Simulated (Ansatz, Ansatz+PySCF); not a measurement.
```
atom   x (Å)    y (Å)    z (Å)
   N  0.0000   0.3932  -0.3554
   H  0.0000   1.1982   0.2123
   O  0.0000  -0.4938   0.2845
```

RHF on singlet HNO was run in several spherical basis sets with Ansatz (development build ahead of 0.2.0). Caution for RHF: no unrestricted run beside it, a lower state can exist.

Q: Rank the basis sets by the total energy that they give, lowest first, with the distance from the lowest.
A. def2-TZVP
B. 6-31G(d)
C. cc-pVTZ
D. 6-31G
E. STO-3G
F. cc-pVDZ
G. def2-SVP

A: A (0.00 eV), C (0.16 eV), F (1.29 eV), B (1.78 eV), D (3.97 eV), G (4.44 eV), E (49.84 eV).

Totals follow the description of the cores as much as that of the bonds, so this order isn't one of quality for chemistry.
